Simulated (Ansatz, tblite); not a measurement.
# SiH3(NHMe) (CH₇NSi): charged states by level of theory

One table from this session's results is given with a row withheld; the runs are named, their logs left out.

Computed with Ansatz 0.2.0, Gaussian basis. Level: as each input shows.

Plan: charge +1 doublet, at the geometry of the singlet (PBE0-D4/def2-TZVP, PBE-D4/def2-TZVP, r2SCAN-D4/def2-TZVP, CCSD(T)/def2-TZVPP); the starting singlet's energies come from earlier runs.

## The relaxed structure

The geometry is that of the singlet, from an earlier relaxation (PBE0-D4/def2-TZVP).

10 atoms, charge 0, spin multiplicity 1.

Atoms are counted from 1 here; the program's logs count them from 0.

Bond lengths: Si1–H2 1.486 Å, Si1–H3 1.492 Å, Si1–H4 1.492 Å, Si1–N5 1.708 Å, N5–C6 1.444 Å, N5–H7 1.005 Å, C6–H8 1.096 Å, C6–H9 1.093 Å, C6–H10 1.096 Å. Angles: H2–Si1–H3 109.4°, H2–Si1–H4 109.4°, H2–Si1–N5 106.8°, H3–Si1–H4 106.1°, H3–Si1–N5 112.6°, H4–Si1–N5 112.5°, Si1–N5–C6 125.4°, Si1–N5–H7 119.5°, C6–N5–H7 115.0°, N5–C6–H8 112.4°, N5–C6–H9 109.8°, N5–C6–H10 112.4°, H8–C6–H9 106.9°, H8–C6–H10 108.1°, H9–C6–H10 106.9°.

Geometry (Å):

```csv
atom,x (Å),y (Å),z (Å)
Si1,0.55336,0.95658,0.86349
H2,0.53190,0.93339,2.34925
H3,1.96713,1.02018,0.38957
H4,-0.10205,2.20584,0.37653
N5,-0.25351,-0.45392,0.33594
C6,-0.47782,-0.82449,-1.04113
H7,-0.62346,-1.09597,1.01467
H8,-1.54369,-0.88295,-1.29039
H9,-0.03698,-0.07385,-1.70237
H10,-0.01488,-1.78483,-1.29555
```

Set-up of the first run:

Input file in.yaml:

```yaml
crystal:
  periodic: [false, false, false]
  atoms:
    - {symbol: Si, position_ang: [0.553364, 0.956583, 0.863493]}
    - {symbol: H, position_ang: [0.531895, 0.933395, 2.349252]}
    - {symbol: H, position_ang: [1.967125, 1.020182, 0.389574]}
    - {symbol: H, position_ang: [-0.102048, 2.205841, 0.376528]}
    - {symbol: N, position_ang: [-0.253509, -0.453915, 0.335936]}
    - {symbol: C, position_ang: [-0.477824, -0.824493, -1.041133]}
    - {symbol: H, position_ang: [-0.623461, -1.095968, 1.014667]}
    - {symbol: H, position_ang: [-1.543687, -0.882952, -1.290395]}
    - {symbol: H, position_ang: [-0.036975, -0.073848, -1.702371]}
    - {symbol: H, position_ang: [-0.014879, -1.784826, -1.295551]}
basis:
  gaussian: {orbitals: def2-SVP}
total_charge: 1
magnetization: {spin_polarized: true, initial_magnetization: 1}
hamiltonian: {xc: pbe0, dispersion: d4}
output: {orbitals: {seedname: orbitals}}
```

Started as:

```bash
ansatz run in.yaml --threads 4 --pin off --events-out ev --progress --plain --max-ram 3916MiB
```

Steps of the session up to this table: Charge +1 doublet at the fixed geometry, first pass, PBE0-D4/def2-SVP; Charge +1 doublet at the fixed geometry, PBE0-D4/def2-TZVP; Charge +1 doublet at the fixed geometry, PBE-D4/def2-TZVP; Charge +1 doublet at the fixed geometry, r2SCAN-D4/def2-TZVP; Charge +1 doublet at the fixed geometry, CCSD(T)/def2-TZVPP.

One table of the session follows, with a row left open; its other results are not shown here.

It belongs to the step «Vertical ionisation energy». 

```
             method  vertical ionisation energy (eV)
      HF/def2-TZVPP                             7.83
   PBE-D4/def2-TZVP                             8.72
r2SCAN-D4/def2-TZVP                             8.72
  PBE0-D4/def2-TZVP                             8.86
     MP2/def2-TZVPP                             9.30
    CCSD/def2-TZVPP                                ?
 CCSD(T)/def2-TZVPP                             9.05
```

**Question.** Estimate the row for CCSD/def2-TZVPP.

**Answer.** vertical ionisation energy (eV): 8.99. In the column «vertical ionisation energy (eV)» it lies between PBE0-D4/def2-TZVP (8.86) and CCSD(T)/def2-TZVPP (9.05).
